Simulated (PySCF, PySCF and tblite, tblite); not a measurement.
# (CH3)2CHCHF2 (C₄H₈F₂): conformers and averaged spectra, part 2 of 2

PySCF and tblite. Atoms count from 0. Earlier steps stand in the parts before.

## 7. Averages: properties at PBE0/pcSseg-1

What the job is given:

```
{"job": {"study": "conf", "smiles": "CC(C)C(F)F", "search": {"seed": 5210, "n_embed": 60, "ff_keep": 14, "window": 3.0, "nmax": 10, "temps": [150, 200, 250, 298.15, 400], "t_ref": 298.15, "order": 0.002}, "level": {"nmr": {"xc": "PBE0", "basis": "pcSseg-1"}, "j": {"xc": "B3LYP", "basis": {"default": "6-31G*", "H": "pcJ-1", "F": "pcJ-1"}, "nuclei": ["H", "F", "P", "Si", "B"]}}, "kind": "conf"}, "charge": 0, "multiplicity": 1}
C     -1.063960    -0.986054    -0.000696
C     -0.003147     0.024636    -0.431935
C     -0.346900     1.434973     0.039276
C      1.362319    -0.378926     0.121663
F      1.332005    -0.519441     1.469771
F      1.753890    -1.581309    -0.371476
H     -1.153568    -0.995600     1.083095
H     -2.027360    -0.722796    -0.428795
H     -0.793895    -1.984513    -0.336076
H      0.091211     0.011326    -1.523055
H     -1.315861     1.730774    -0.353218
H      0.397483     2.151424    -0.301156
H     -0.388976     1.467293     1.125567
H      2.156083     0.347741    -0.115134
```

Standard output:

```text
conformer  sym    E(xTB)   E(DFT)   G(298.15 K)  weight  dipole/D
    1     Cs      0.000    0.073    0.449   0.3191    2.234
    2     C1      0.531    0.000    0.000   0.6809    2.171

mean shielding (ppm) by class
class atoms           150 K      200 K      250 K   298.15 K      400 K
  0 C  0,2          170.085    170.071    170.061    170.055    170.045
  1 C  1            149.374    149.373    149.373    149.373    149.372
  2 C  3             61.138     61.117     61.104     61.094     61.081
  3 F  4,5           318.95    318.897    318.863    318.839    318.804
  4 H  6,7,8          30.65      30.65      30.65      30.65     30.651
  5 H  9             29.886     29.885     29.885     29.884     29.884
  6 H  13            25.798     25.801     25.803     25.804     25.806
```

Wall time 58 s (1 thread of AMD EPYC 7B13, shared host). This counts the runs that the step sums up.

The search (ETKDG and KDG, MMFF94s, GFN2-xTB) embedded 60 structures, kept 2 distinct ones after the force field and 2 after xTB; 2 were carried on (window 3.0 kcal/mol at the search's own energies). Energies: PBE0/pcSseg-1 with D3(BJ).

Conformer by conformer (298 K):

```
no.  group  mirror pair  ΔE xTB  ΔE DFT    ΔG  weight (%)  μ (D)  C0–C1–C3–F4 (°)     A, B, C (GHz)
  1     Cs           no    0.00    0.07  0.45        31.9   2.23               60  4.65, 3.05, 1.99
  2     C1          yes    0.53    0.00  0.00        68.1   2.17              -56  4.75, 2.76, 2.39
```

Energies in kcal/mol. ΔG holds xTB vibrations and rotation, symmetry numbers and mirror pairs.

Weights (%) by temperature:

```
no.  150 K  200 K  250 K  298 K  400 K
  2   69.5   68.8   68.4   68.1   67.6
  1   30.5   31.2   31.6   31.9   32.4
```

How the weights hang on the way they are made:

```
                      scheme    2   1  mean μ (D)
             DFT free energy   68  32        2.19
DFT energy, symmetry counted   69  31        2.19
            DFT energy alone   53  47        2.20
xTB energy, symmetry counted   45  55        2.21
             xTB free energy   44  56        2.21
       lowest conformer only  100   0        2.17
               equal weights   50  50        2.20
```

Shifts against references run at the same level (13C TMS 186.9, 1H TMS 31.72, 19F CFCl3 170.9 ppm of shielding), by class of atoms, at 298 K:

```
                atoms                          environment   no. 2   no. 1  average  measured
                   C3                 sp3 CH bonded to 2 F   124.9   127.9    125.8         –
                   C1                               sp3 CH    37.5    37.6     37.6         –
               C0, C2                        methyl carbon    16.2    18.3     16.9         –
                  H13  hydrogen on an sp3 CH bonded to 2 F    6.05    5.61     5.91         –
                   H9                hydrogen on an sp3 CH    1.80    1.90     1.83         –
H6, H7, H8 and 3 more          hydrogen on a methyl carbon    1.08    1.03     1.07         –
               F4, F5              fluorine of a CF2 group  -150.4  -142.6   -147.9    -126.7
```

Measured: G. Saielli, R. Bini, A. Bagno, Computational 19F NMR. 2. Organic compounds, RSC Adv. 2014, ESI (exp. from Berger-Braun-Kalinowski 1994 and Everett 1995).

Couplings (Hz, B3LYP/pcJ-1+6-31G*; one pair named for each class), from conformers that hold 100 % of the weight:

```
  pair  bonds  no. 2  no. 1  average
 F4–F5      2  252.1  260.4    254.7
F4–H13      2   63.8   63.1     63.6
 H6–H7      2  -14.0  -14.1    -14.1
 F4–H9      3   13.0    8.8     11.7
 H6–H9      3    7.0    6.8      6.9
H9–H13      3    1.2    7.6      3.3
 F4–H6      4    1.0    1.2      1.0
F4–H10      4    0.7    0.4      0.6
```

Effective distances for nuclear Overhauser effects, ⟨r⁻⁶⟩^(−1/6) over all pairs of two classes (Å): H6···H9 2.61; H9···H13 2.63; H6···H13 3.06.

## 8. Shieldings, conformer 1: wB97X-D/pcSseg-1 in water

What the job is given:

```
{"job": {"xc": "wB97X-D", "basis": "pcSseg-1", "solvent": "water", "grid": 3, "kind": "nmr", "pop": false}, "charge": 0, "multiplicity": 1}
C      0.011808     1.470906     0.036664
C      0.012968    -0.015632     0.398013
C     -1.294345    -0.700058    -0.005542
C      1.186246    -0.708213    -0.285465
F      2.346843    -0.144115     0.120782
F      1.224097    -2.009289     0.083308
H      0.958813     1.926625     0.324770
H     -0.128568     1.604875    -1.036996
H     -0.795973     1.982010     0.559558
H      0.160956    -0.125694     1.479241
H     -1.258087    -1.757982     0.253264
H     -1.459954    -0.608255    -1.080037
H     -2.133292    -0.240645     0.516245
H      1.167811    -0.675005    -1.385970
```

Standard output:

```text
coarse grid: 11480 points
cycle   1  E = -356.6623210802  dE =  7.230e-01  |g| = 7.199e-01  |ddm| = 2.972e+00
cycle   2  E = -356.6631474611  dE = -8.264e-04  |g| = 7.890e-01  |ddm| = 7.275e-01
cycle   3  E = -356.7530363313  dE = -8.989e-02  |g| = 4.424e-02  |ddm| = 3.732e-01
cycle   4  E = -356.7533674482  dE = -3.311e-04  |g| = 2.021e-02  |ddm| = 3.991e-02
cycle   5  E = -356.7534564000  dE = -8.895e-05  |g| = 3.103e-03  |ddm| = 1.821e-02
cycle   6  E = -356.7534590228  dE = -2.623e-06  |g| = 5.919e-04  |ddm| = 3.361e-03
final grid: 163464 points
cycle   7  E = -356.8036435552  dE = -2.181e-04  |g| = 7.122e-03  |ddm| = 3.861e-02
cycle   8  E = -356.8036452926  dE = -1.737e-06  |g| = 7.217e-03  |ddm| = 9.218e-03
cycle   9  E = -356.8036521879  dE = -6.895e-06  |g| = 4.944e-04  |ddm| = 3.578e-03
cycle  10  E = -356.8036522638  dE = -7.595e-08  |g| = 1.923e-04  |ddm| = 1.085e-03
cycle  11  E = -356.8036522728  dE = -9.009e-09  |g| = 4.034e-05  |ddm| = 2.179e-04
cycle  12  E = -356.8036522735  dE = -6.996e-10  |g| = 9.489e-06  |ddm| = 1.069e-04
converged SCF energy = -356.8036522735

GIAO shielding tensors (ppm)
atom      isotropic    diamagn.    paramagn.     s11        s22        s33       span
  0 C      168.720     248.065     -79.345    156.844    162.011    187.305     30.461
  1 C      148.423     248.589    -100.166    138.822    143.437    163.009     24.187
  2 C      168.722     248.063     -79.340    156.841    162.021    187.305     30.464
  3 C       59.796     243.255    -183.459     41.210     65.631     72.546     31.336
  4 F      324.805     473.962    -149.157    232.999    346.028    395.388    162.389
  5 F      324.802     473.961    -149.159    232.966    346.005    395.435    162.468
  6 H       30.379      30.104       0.274     25.191     29.215     36.730     11.539
  7 H       30.896      30.570       0.325     27.370     28.677     36.640      9.270
  8 H       30.590      30.015       0.575     26.377     28.178     37.215     10.838
  9 H       29.801      31.687      -1.887     27.469     28.061     33.872      6.403
 10 H       30.376      30.103       0.273     25.188     29.214     36.727     11.540
 11 H       30.895      30.568       0.326     27.369     28.676     36.640      9.271
 12 H       30.592      30.015       0.577     26.379     28.180     37.218     10.839
 13 H       25.901      29.256      -3.355     24.100     25.252     28.351      4.251
```

Wall time 16 s (1 thread of AMD EPYC 7B13, shared host); peak memory 0.84 GiB.

In short: HOMO -10.97 eV, LUMO 3.69 eV; dipole 2.61 D.

## 9. Single-point energy, conformer 1: OPBE/pcseg-1 in water

Changed since step 8:

```diff
@@ -1,2 +1,2 @@
-{"job": {"xc": "wB97X-D", "basis": "pcSseg-1", "solvent": "water", "grid": 3, "kind": "nmr", "pop": false}, "charge": 0, "multiplicity": 1}
+{"job": {"xc": "OPBE", "basis": "pcseg-1", "solvent": "water", "kind": "sp"}, "charge": 0, "multiplicity": 1}
 C      0.011808     1.470906     0.036664
```

Standard output:

```text
coarse grid: 11480 points
cycle   1  E = -356.5554433837  dE =  4.137e-01  |g| = 6.687e-01  |ddm| = 3.401e+00
cycle   2  E = -356.4291069237  dE =  1.263e-01  |g| = 1.066e+00  |ddm| = 1.306e+00
cycle   3  E = -356.6447219394  dE = -2.156e-01  |g| = 8.090e-02  |ddm| = 7.859e-01
cycle   4  E = -356.6459628281  dE = -1.241e-03  |g| = 3.579e-02  |ddm| = 9.846e-02
cycle   5  E = -356.6462527200  dE = -2.899e-04  |g| = 5.755e-03  |ddm| = 3.426e-02
cycle   6  E = -356.6462593516  dE = -6.632e-06  |g| = 2.341e-03  |ddm| = 7.892e-03
final grid: 111016 points
cycle   7  E = -356.6877553949  dE = -7.203e-05  |g| = 1.684e-02  |ddm| = 4.686e-02
cycle   8  E = -356.6876996333  dE =  5.576e-05  |g| = 2.454e-02  |ddm| = 3.346e-02
cycle   9  E = -356.6878075778  dE = -1.079e-04  |g| = 2.078e-03  |ddm| = 1.917e-02
cycle  10  E = -356.6878085366  dE = -9.588e-07  |g| = 3.044e-04  |ddm| = 1.888e-03
cycle  11  E = -356.6878085543  dE = -1.769e-08  |g| = 1.245e-04  |ddm| = 4.019e-04
cycle  12  E = -356.6878085578  dE = -3.470e-09  |g| = 1.503e-05  |ddm| = 1.319e-04
cycle  13  E = -356.6878085578  dE = -5.298e-11  |g| = 2.892e-06  |ddm| = 1.858e-05
converged SCF energy = -356.6878085578
```

Run time: 3.8 s. Hardware: 1 thread of AMD EPYC 7B13, shared host; peak memory 0.63 GiB.

This run: HOMO -7.38 eV, LUMO 1.29 eV; dipole 2.41 D.

## 10. Shieldings, conformer 2: wB97X-D/pcSseg-1 in water

What the job is given:

```
{"job": {"xc": "wB97X-D", "basis": "pcSseg-1", "solvent": "water", "grid": 3, "kind": "nmr", "pop": false}, "charge": 0, "multiplicity": 1}
C     -1.054308    -0.992545    -0.004623
C      0.001962     0.028603    -0.434078
C     -0.348513     1.438592     0.046416
C      1.363433    -0.375933     0.119182
F      1.309310    -0.469879     1.467992
F      1.703886    -1.596698    -0.353833
H     -1.143987    -1.009610     1.081585
H     -2.022356    -0.735589    -0.433580
H     -0.770227    -1.987321    -0.346957
H      0.087004     0.025473    -1.528026
H     -1.322166     1.734486    -0.342997
H      0.396917     2.156162    -0.298561
H     -0.384118     1.467674     1.135679
H      2.182485     0.316112    -0.130367
```

Standard output:

```text
coarse grid: 11480 points
cycle   1  E = -356.6605175595  dE =  7.258e-01  |g| = 7.196e-01  |ddm| = 2.977e+00
cycle   2  E = -356.6606911476  dE = -1.736e-04  |g| = 7.916e-01  |ddm| = 7.256e-01
cycle   3  E = -356.7513499798  dE = -9.066e-02  |g| = 4.363e-02  |ddm| = 3.725e-01
cycle   4  E = -356.7516713496  dE = -3.214e-04  |g| = 1.998e-02  |ddm| = 3.937e-02
cycle   5  E = -356.7517574166  dE = -8.607e-05  |g| = 3.115e-03  |ddm| = 1.782e-02
cycle   6  E = -356.7517600752  dE = -2.659e-06  |g| = 6.190e-04  |ddm| = 3.503e-03
final grid: 163464 points
cycle   7  E = -356.8035920546  dE = -1.625e-04  |g| = 7.649e-03  |ddm| = 3.978e-02
cycle   8  E = -356.8035945041  dE = -2.450e-06  |g| = 7.651e-03  |ddm| = 1.062e-02
cycle   9  E = -356.8036032673  dE = -8.763e-06  |g| = 5.995e-04  |ddm| = 4.059e-03
cycle  10  E = -356.8036033360  dE = -6.873e-08  |g| = 3.646e-04  |ddm| = 9.817e-04
cycle  11  E = -356.8036033662  dE = -3.022e-08  |g| = 3.075e-05  |ddm| = 3.621e-04
cycle  12  E = -356.8036033667  dE = -4.873e-10  |g| = 1.119e-05  |ddm| = 1.043e-04
converged SCF energy = -356.8036033667

GIAO shielding tensors (ppm)
atom      isotropic    diamagn.    paramagn.     s11        s22        s33       span
  0 C      172.810     247.849     -75.038    163.370    165.911    189.150     25.781
  1 C      149.625     248.169     -98.543    139.738    146.896    162.242     22.504
  2 C      168.545     248.141     -79.596    156.402    160.930    188.303     31.901
  3 C       62.738     241.427    -178.689     43.923     68.933     75.357     31.434
  4 F      341.798     475.633    -133.835    242.341    352.112    430.941    188.600
  5 F      323.433     474.240    -150.807    216.476    339.837    413.986    197.510
  6 H       30.705      30.653       0.053     26.743     29.427     35.946      9.203
  7 H       30.745      30.053       0.692     26.262     28.500     37.473     11.211
  8 H       30.340      30.025       0.315     25.136     28.933     36.951     11.816
  9 H       29.769      31.673      -1.904     26.259     27.955     35.094      8.835
 10 H       30.601      30.051       0.551     26.157     28.441     37.207     11.049
 11 H       30.497      29.929       0.568     26.060     27.722     37.709     11.649
 12 H       30.793      30.654       0.139     26.750     29.758     35.870      9.120
 13 H       25.531      28.690      -3.159     22.812     24.535     29.245      6.432
```

It took 15 s on 1 thread of AMD EPYC 7B13, shared host; peak memory 0.88 GiB.

This run: HOMO -10.99 eV, LUMO 3.59 eV; dipole 2.62 D.

## 11. Single-point energy, conformer 2: OPBE/pcseg-1 in water

Changed since step 10:

```diff
@@ -1,2 +1,2 @@
-{"job": {"xc": "wB97X-D", "basis": "pcSseg-1", "solvent": "water", "grid": 3, "kind": "nmr", "pop": false}, "charge": 0, "multiplicity": 1}
+{"job": {"xc": "OPBE", "basis": "pcseg-1", "solvent": "water", "kind": "sp"}, "charge": 0, "multiplicity": 1}
 C     -1.054308    -0.992545    -0.004623
```

Standard output:

```text
coarse grid: 11480 points
cycle   1  E = -356.5551523575  dE =  4.143e-01  |g| = 6.682e-01  |ddm| = 3.407e+00
cycle   2  E = -356.4268847606  dE =  1.283e-01  |g| = 1.069e+00  |ddm| = 1.303e+00
cycle   3  E = -356.6445382615  dE = -2.177e-01  |g| = 8.073e-02  |ddm| = 7.911e-01
cycle   4  E = -356.6457487079  dE = -1.210e-03  |g| = 3.649e-02  |ddm| = 9.768e-02
cycle   5  E = -356.6460478496  dE = -2.991e-04  |g| = 5.617e-03  |ddm| = 3.497e-02
cycle   6  E = -356.6460542488  dE = -6.399e-06  |g| = 2.203e-03  |ddm| = 7.398e-03
final grid: 111016 points
cycle   7  E = -356.6876053717  dE = -7.181e-05  |g| = 1.717e-02  |ddm| = 4.726e-02
cycle   8  E = -356.6875460259  dE =  5.935e-05  |g| = 2.516e-02  |ddm| = 3.395e-02
cycle   9  E = -356.6876591397  dE = -1.131e-04  |g| = 2.089e-03  |ddm| = 1.962e-02
cycle  10  E = -356.6876601050  dE = -9.654e-07  |g| = 3.485e-04  |ddm| = 1.924e-03
cycle  11  E = -356.6876601292  dE = -2.415e-08  |g| = 1.175e-04  |ddm| = 4.313e-04
cycle  12  E = -356.6876601322  dE = -3.039e-09  |g| = 2.150e-05  |ddm| = 1.290e-04
cycle  13  E = -356.6876601323  dE = -1.088e-10  |g| = 3.335e-06  |ddm| = 2.523e-05
converged SCF energy = -356.6876601323
```

Wall time 3.8 s (1 thread of AMD EPYC 7B13, shared host); peak memory 0.63 GiB.

This run: HOMO -7.41 eV, LUMO 1.12 eV; dipole 2.41 D.

## 12. The ensemble: properties at wB97X-D/pcSseg-1 in water

What the job is given:

```
{"job": {"study": "conf", "smiles": "CC(C)C(F)F", "search": {"seed": 5210, "n_embed": 60, "ff_keep": 14, "window": 3.0, "nmax": 10, "temps": [150, 200, 250, 298.15, 400], "t_ref": 298.15, "order": 0.002}, "level": {"nmr": {"xc": "wB97X-D", "basis": "pcSseg-1", "solvent": "water", "grid": 3}, "sp": {"xc": "OPBE", "basis": "pcseg-1", "solvent": "water"}, "alter": {"geometry": "GFN1-xTB"}, "change": "wB97X-D/pcSseg-1; solvent water; energies OPBE/pcseg-1; grid level 3; GFN1-xTB geometries", "top": 4}, "kind": "conf"}, "charge": 0, "multiplicity": 1}
C     -1.054308    -0.992545    -0.004623
C      0.001962     0.028603    -0.434078
C     -0.348513     1.438592     0.046416
C      1.363433    -0.375933     0.119182
F      1.309310    -0.469879     1.467992
F      1.703886    -1.596698    -0.353833
H     -1.143987    -1.009610     1.081585
H     -2.022356    -0.735589    -0.433580
H     -0.770227    -1.987321    -0.346957
H      0.087004     0.025473    -1.528026
H     -1.322166     1.734486    -0.342997
H      0.396917     2.156162    -0.298561
H     -0.384118     1.467674     1.135679
H      2.182485     0.316112    -0.130367
```

Standard output:

```text
conformer  sym    E(xTB)   E(DFT)   G(298.15 K)  weight  dipole/D
    1     Cs      0.000    0.091    0.467   0.3125    2.415
    2     C1      0.531    0.000    0.000   0.6875    2.406

mean shielding (ppm) by class
class atoms           150 K      200 K      250 K   298.15 K      400 K
  0 C  0,2          170.106    170.087    170.075    170.066    170.054
  1 C  1            149.274    149.262    149.255    149.249    149.242
  2 C  3             61.878     61.849     61.831     61.818     61.801
  3 F  4,5          330.332    330.255    330.207    330.174    330.126
  4 H  6,7,8         30.616     30.616     30.616     30.616     30.616
  5 H  9             29.778     29.779     29.779     29.779     29.779
  6 H  13            25.639     25.643     25.645     25.646     25.649
```

Run time: 39 s. Hardware: 1 thread of AMD EPYC 7B13, shared host. This counts the runs that the step sums up.

Against the first level, at 298 K (shieldings, ppm; largest changes first):

```
                atoms  PBE0/pcSseg-1  wB97X-D/pcSseg-1 in water  change
               F4, F5          318.8                      330.2   +11.3
                   C3           61.1                       61.8    +0.7
                  H13          25.80                      25.65   -0.16
                   C1          149.4                      149.2    -0.1
                   H9          29.88                      29.78   -0.11
H6, H7, H8 and 3 more          30.65                      30.62   -0.03
               C0, C2          170.1                      170.1    +0.0
```

Weights: from PBE0/pcSseg-1 energies 1: 32 %, 2: 68 %; from OPBE/pcseg-1 in water energies 1: 31 %, 2: 69 % (with a dispersion term where the level has one and the same thermal terms, so they don't follow from the SCF energies alone). Times: 58 s and 39 s.

## 13. What came out

What follows sums up all 2 parts.

| quantity | value |
| --- | --- |
| conformers | 2; the first in weight is no. 2 (C1), 68 % at 298 K |
| root-mean-square dipole | 2.19 D |
| averaged 13C shifts (PBE0/pcSseg-1) | 125.8, 37.6, 16.9 ppm |
| averaged 1H shifts (PBE0/pcSseg-1) | 5.91, 1.83, 1.07 ppm |
| averaged 19F shifts (PBE0/pcSseg-1) | -147.9 ppm |

At 298 K conformer 2 holds 68 % of the ensemble (70 % at 150 K, 68 % at 400 K). Among conformers over 5 %, H13 differs by 0.45 ppm, while the average moves by 0.01 ppm from 150 to 400 K. Against 1 measured 19F shift the average misses by 21.2 ppm, the leading conformer alone by 23.7 ppm. Vibration and solvent are missing from the shifts, so part of that gap is not the functional's. Among vicinal couplings, H9–H13 differs most between the conformers listed (1.2 for no. 2, 7.6 for no. 1; average 3.3 Hz). Going from PBE0/pcSseg-1 to wB97X-D/pcSseg-1 in water moves F4 most, by 11.3 ppm of raw shielding (the geometries differ too); the energies behind both averages, dispersion terms included where typed, rank the same conformer first.
